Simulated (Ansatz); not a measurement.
## Reading a saddle point

A first-order saddle point of SiH6O2, closed shell, PBE0-D4/def2-TZVP, with one imaginary mode of 1197i cm⁻¹:

| atom | x (Å) | y (Å) | z (Å) |
| --- | --- | --- | --- |
| Si1 | -0.4410 | -0.0925 | 0.2378 |
| O2 | 1.2707 | -0.8213 | 0.0530 |
| H3 | -0.9963 | -1.1494 | -0.6863 |
| H4 | -1.0512 | -0.4534 | 1.5413 |
| O5 | -0.9124 | 1.2637 | -0.5891 |
| H6 | 1.3871 | 0.1815 | 0.5518 |
| H7 | 0.6701 | 0.9341 | 1.0323 |
| H8 | 1.6054 | -0.9269 | -0.8457 |
| H9 | -1.5324 | 1.0641 | -1.2951 |

Computed with Ansatz 0.2.0 (basis: def2-TZVPP and def2-QZVPP); correlated methods freeze the cores. Extrapolation: Hartree–Fock as exp(−7.88 √X), correlation as X^−2.97.

Q: Which contacts change along the imaginary mode, and what lies on either side? (A judgement: the text doesn't fix the answer.)

A: Computed: The step is SiH₄O₂ ([OH][SiH2][OH]) + H₂ → SiH₄O ([OH][SiH3]) + H₂O, with the molecules in contact on both sides. Shortening one way: Si1–H7, O2–H6; lengthening the same way: Si1–O2, H6–H7.
```csv
pair,one side (Å),saddle (Å),other side (Å)
Si1–H7,4.51,1.71,1.48
O2–H6,2.61,1.13,0.96
Si1–O2,1.64,1.87,2.87
H6–H7,0.75,1.15,2.91
```

Q: Which side is lower, and how far does the saddle lie above each? (To be estimated.)

A: Computed: The side with Si1–O2, H6–H7 short is lower by 80.1 kJ/mol; the saddle lies 239.0 kJ/mol above it and 158.9 kJ/mol above the other (CCSD(T) at an estimated basis limit (MP2 extrapolated from triple and quadruple zeta, plus CCSD(T) − MP2 in triple zeta); electronic energies).

The T1 diagnostic stays at or below 0.012.

Labels in which every atom is bracketed show which atoms are joined, not bond orders.

For scale, one of the runs: CCSD(T)/def2-TZVPP, 188 basis functions, launched by `ansatz run in.yaml --threads 2 --pin off --events-out ev --progress --plain --max-ram 4352MiB`. The run took 46 s on 2 CPU threads (shared host), with 2 GiB of host memory at its peak.
